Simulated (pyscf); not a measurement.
## Routes from `[Ga][AsH2]` [singlet] + `[H][H]`

Candidate steps break at most two bonds and form at most two. Each was searched with GFN2-xTB (tblite) first. Single points on ωB97X-D3(BJ)/def2-SVP structures (PySCF, gas phase). Energies: ωB97M-D3(BJ)/def2-TZVP, eV, from the separated reactants, singlet surface; ΔG‡ with ideal gas, 1 atm, RRHO with modes under 100 cm⁻¹ raised to 100, one conformer, R ln 2 for chiral ones without a mode under 150 cm⁻¹.

```
products                                     type   ΔE‡     ΔE  ΔG‡ 298 K  ΔG‡ 900 K  ν‡ (cm⁻¹)
--------------------  ---------------------------  ----  -----  ---------  ---------  ---------
AsH₃ + GaH [singlet]         four-centre exchange  1.09  +0.59       1.38       2.10      1296i
HGa=AsH + H₂          concerted two-bond exchange  2.60  +0.53       2.95       3.74      1625i
```

Row 1: On the product side the descent ends in a complex, 0.21 eV under the separated species and 0.54 eV under the saddle at ωB97X-D3(BJ)/def2-TZVP. 

Plain bond fissions and candidates not yet searched are not listed, and one of them may be faster. Each barrier is that of the saddle found; lower ones may exist. Elements up to Kr have no core potential and no relativistic terms here.
